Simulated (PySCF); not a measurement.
## How the method moves the HOMO and LUMO of `C=C(C)/C=C\F`

Species: C5H7F.
Z-matrix (Å and degrees, PBE0-D3(BJ)/def2-SVP geometry), rows numbered from 1:
```
C 
C   1  1.3452
C   2  1.5016  1  121.41
C   2  1.4629  1  119.04  3  -179.99
C   4  1.3369  2  128.99  1   179.70
F   5  1.3324  4  124.26  2     0.05
H   1  1.0934  2  121.55  3   179.99
H   1  1.0929  2  121.19  3    -0.03
H   3  1.1007  2  111.15  1  -120.60
H   3  1.1005  2  111.16  1   121.11
H   3  1.0982  2  110.79  1     0.25
H   4  1.0936  2  116.61  1    -0.27
H   5  1.0934  4  123.53  2  -179.97
```

Basis pcSseg-1 throughout (PySCF), one geometry. Geometry: PBE0-D3(BJ)/def2-SVP, one conformer, isolated molecule.

Question: How do the orbital energies, the gap and the dipole change with the method?

Answer: 
```tsv
method	kind	HOMO (eV)	LUMO (eV)	gap (eV)	μ (D)	SCF cycles
BLYP	GGA	-5.37	-1.46	3.91	0.77	16
B97-D	GGA	-5.48	-1.52	3.96	0.79	16
OPBE	GGA	-5.49	-1.51	3.98	0.73	16
KT3	GGA	-5.53	-1.54	3.99	0.76	16
PBE	GGA	-5.53	-1.61	3.93	0.74	16
KT2	GGA	-5.54	-1.57	3.97	0.76	15
BP86	GGA	-5.64	-1.71	3.93	0.76	15
LDA	LDA	-5.73	-1.84	3.89	0.78	16
B97-2	global hybrid	-6.35	-0.75	5.60	0.90	14
B3LYP	global hybrid	-6.38	-0.90	5.48	0.90	14
PBE0	global hybrid	-6.59	-0.70	5.89	0.90	14
mPW1PW91	global hybrid	-6.62	-0.72	5.90	0.91	14
BHandHLYP	global hybrid	-7.48	0.38	7.86	1.06	12
CAM-B3LYP	range-separated hybrid	-7.83	0.42	8.25	0.96	12
wB97X-D	range-separated hybrid	-8.36	1.04	9.41	0.94	13
HF	Hartree–Fock	-8.77	3.11	11.87	1.20	11
LC-wPBE	range-separated hybrid	-9.13	1.51	10.64	0.95	13
```

The HOMO spans 3.76 eV, from BLYP down to LC-wPBE, and the gap runs from 3.89 eV (LDA) to 11.87 eV (HF). Over the methods BLYP (0 %), B97-D (0 %), OPBE (0 %), KT3 (0 %), PBE (0 %), KT2 (0 %), BP86 (0 %), LDA (0 %), B97-2 (21 %), B3LYP (20 %), PBE0 (25 %), mPW1PW91 (25 %), BHandHLYP (50 %), HF (100 %), a straight line through the gap against the share of exact exchange rises by 0.79 eV for each 10 % (correlation coefficient 1.000). The dipole ranges from 0.73 D (OPBE) to 1.20 D (HF). This basis has no diffuse functions.
